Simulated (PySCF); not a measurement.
Simulated outer-valence photoelectron spectrum of `[C-]#[N+]C(F)(F)F`. Theory: EOM-IP-CCSD/aug-cc-pVDZ in PySCF, restricted Hartree–Fock reference, frozen core, non-relativistic, gas phase, PBE0-D3(BJ)/def2-SVP geometry.

Each root has a Gaussian of 0.8 eV full width with its one-hole share as area; cross sections and vibrations are left out, and the highest printed point is 100.

(ionisation energy (eV), intensity): (11.6, 0), (11.8, 1), (12.0, 3), (12.2, 9), (12.4, 20), (12.6, 31), (12.8, 35), (13.0, 27), (13.2, 15), (13.4, 6), (13.6, 4), (13.8, 11), (14.0, 28), (14.2, 53), (14.4, 71), (14.6, 66), (14.8, 44), (15.0, 21), (15.2, 8), (15.4, 7), (15.6, 15), (15.8, 28), (16.0, 39), (16.2, 46), (16.4, 56), (16.6, 78), (16.8, 99), (17.0, 100), (17.2, 75), (17.4, 42), (17.6, 17), (17.8, 5), (18.0, 1), (18.2, 0)

Task: Where are the maxima, and how many lines lie under the curve?

Result: 3 maxima, at 12.8, 14.5 and 16.9 eV, from 5 lines (7 roots with degenerate partners counted). At this width some lines have no maximum of their own.

Task: List the lines with their holes.

Result: 
| E (eV) | leading hole (HF orbital) | area | Koopmans (eV) |
| --- | --- | --- | --- |
| 12.76 | HOMO | 0.92 | 14.32 |
| 14.46 | HOMO-1/HOMO-2 | 1.90 | 15.13 |
| 16.05 | HOMO-3 | 0.95 | 18.71 |
| 16.85 | HOMO-4/HOMO-5 | 1.90 | 19.20 |
| 17.09 | HOMO-6 | 0.94 | 19.46 |

The widest gap, 1.70 eV, lies between 12.76 and 14.46 eV. Only orbitals with −ε under 21 eV, eight at most, were ionised, so the high end of the curve may lack lines.
